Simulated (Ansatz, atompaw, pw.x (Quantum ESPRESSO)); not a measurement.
## Fe (Z = 26): one change to the PAW (atompaw) potential, in the atom and in the bcc crystal

atompaw 4.2.0.5 input, output lines left out:

```
Fe 26
GGA-PBE scalarrelativistic loggrid 1500 logderivrange -2 5 176
4 4 3 0 0 0
4 0 1.5
4 1 0
3 2 6.5
0 0 0
c
c
c
v
c
c
v
v
2
3.00 2.90 2.70 1.85
y
0.1
n
y
0.45
n
y
2.2
n
custom rrkj gramschmidtortho sinc
3 -0.5 troulliermartins
2.65
3.00
3.00
3.00
2.05
2.05
```

Change: augmentation sinc compensation charge, radius 2.90 bohr; PAW radius 3.00 bohr; waves and projectors: custom polynom2 7 10 vanderbiltortho.

Cutoffs, loose and tight: the cutoffs (Ry, on a coarse ladder) from which the occupation-weighted sum of valence levels, in a spherical-Bessel basis at the reference potential, stays within 10 and 1 mRy of its value at 400 Ry. They see the waves and projectors alone, not the compensation charge or the core.

Crystal test: bcc Fe in pw.x 7.5, no spin, 17³ k-points, Fermi–Dirac smearing 0.01 Ry, cutoffs set for each file from its atomic test. The reference is all-electron LAPW (Ansatz 0.2.0) with the same functional, mesh and smearing; V0 and B0 come from Birch–Murnaghan fits to the pressures at five volumes. Errors are pseudo minus all-electron; Δ is the rms difference of the E(V) curves that follow from these fits, minima aligned, over ±6 % about the mean V0. Mesh and smearing are coarse, so the numbers serve the comparison and aren't converged zero-temperature values; the lattice is a test structure that the element need not adopt. Spin polarisation and strong correlation are left out, which matters for this element.

All-electron: a0 = 2.765 Å (V0 = 10.56 Å³/atom), B0 = 260.5 GPa.

Problem. Does the change bring the crystal closer to the all-electron result?

Solution. The mean pressure error goes from +7.20 to +11.80 GPa, so the change moves the solid further from the all-electron pressures.

| quantity | base | changed |
| --- | --- | --- |
| outcome (atom) | generated | generated |
| cutoff, loose (atom) | 25 Ry | 21 Ry |
| cutoff, tight (atom) | 40 Ry | 25 Ry |
| bound ghosts (atom) | none | none |
| cutoffs in pw.x (Ry) | 50/500 | 40/400 |
| a0 (Å) | 2.784 | 2.795 |
| a0 error (%) | +0.70 | +1.10 |
| B0 error (%) | +15.5 | +16.8 |
| Δ (meV/atom) | 14.7 | 23.2 |
| mean pressure error (GPa) | +7.20 | +11.80 |

Base: The largest radius (3.00 bohr) exceeds half the bond length (2.26 bohr), so the spheres overlap, which is one possible source of error among others. This is a poor potential for the solid. The logarithmic derivative shows an extra or strongly shifted pseudo pole above the reference energy (s near 0.63 Ry). Changed file: The largest radius (3.00 bohr) exceeds half the bond length (2.26 bohr), so the spheres overlap, which is one possible source of error among others. This is a poor potential for the solid. The atomic cutoffs weigh occupied waves only.
